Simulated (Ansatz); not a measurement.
Input file:

```yaml
crystal:
  periodic: [false, false, false]
  atoms:
    - {symbol: Al, position_ang: [0.000000, 0.000000, 0.000000]}
    - {symbol: P, position_ang: [0.000000, 0.000000, 2.106000]}
basis:
  gaussian: {orbitals: def2-mTZVP}
total_charge: 1
magnetization: {spin_polarized: false, initial_magnetization: 1}
correlation: {method: bccd_t, electrons: valence}
```

```sh
$ ansatz run in.yaml --threads 1 --pin off --events-out ev --progress --plain --max-ram 2393MiB
```

The program prints:

```
365 factors; integrals over basis functions are off by at most 1.4e-3 eV
mean field evaluation 1: about -15842.0764 eV, gradient 2.2e1 eV
mean field evaluation 2: about -15842.1377 eV, gradient 2.2e1 eV
mean field evaluation 4: about -15844.4363 eV, gradient 1.9e0 eV
mean field evaluation 8: about -15844.5178 eV, gradient 4.1e-1 eV
mean field evaluation 16: about -15844.5219 eV, gradient 1.1e-6 eV
mean field evaluation 32: about -15844.4726 eV, gradient 1.9e0 eV
mean field evaluation 64: about -15844.5409 eV, gradient 5.0e-6 eV
mean field evaluation 96: about -15843.2799 eV, gradient 1.4e-3 eV
mean field evaluation 128: about -15842.9316 eV, gradient 1.2e1 eV
mean field evaluation 160: about -15843.2799 eV, gradient 1.3e-5 eV
...
cycle   5  -4.32742319 eV  change   -3.4e-3 eV  update   3.9e-3
cycle   6  -4.32721729 eV  change    2.1e-4 eV  update   2.2e-3
cycle   7  -4.32735264 eV  change   -1.4e-4 eV  update   1.2e-3
cycle   8  -4.32718021 eV  change    1.7e-4 eV  update   7.0e-4
cycle   9  -4.32719263 eV  change   -1.2e-5 eV  update   2.9e-4
cycle  10  -4.32701743 eV  change    1.8e-4 eV  update   1.3e-4
cycle  11  -4.32699533 eV  change    2.2e-5 eV  update   7.3e-5
cycle  12  -4.32693684 eV  change    5.8e-5 eV  update   3.7e-5
cycle  13  -4.32693720 eV  change   -3.6e-7 eV  update   1.5e-5
cycle  14  -4.32693317 eV  change    4.0e-6 eV  update   5.5e-6
perturbative correction -0.29551272 eV, -0.0108598923 hartree
Total energy: -15849.14438586 eV, -582.4453132443 hartree
```

Ran on 1 thread of Arm Neoverse V1, shared host: 5 s wall, 0.11 GiB peak host memory.
